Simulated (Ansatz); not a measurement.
Molecule: BeH, net charge 0, doublet state. 
Structure (B3LYP-D3(BJ)/def2-TZVP (Ansatz, a first-principles code) minimum search):
```
Be
H 1 1.3474
```
Charge 0, spin multiplicity 2.

Quantity: atomisation energy (electronic, to ground-state atoms), in eV. Correlated levels leave the core frozen unless marked. UHF or UKS for open shells. Spin-orbit coupling is left out. No relativistic terms. Basis-set limits of correlation are two-point, X^-3; Hartree-Fock from the larger set.

```tsv
level	program	atomisation energy (eV)
HF/def2-TZVPPD	Ansatz	2.15
BLYP-D3(BJ)/def2-TZVPD	Ansatz + dftd3	2.45
BLYP/def2-TZVPD	Ansatz	2.43
r2SCAN-D4/def2-TZVPD	Ansatz + dftd4	2.57
```

**Question.** What does CCSD(T)/CBS(def2-TZVPPD,def2-QZVPPD) (Ansatz) give?

**Answer.** 2.19 eV
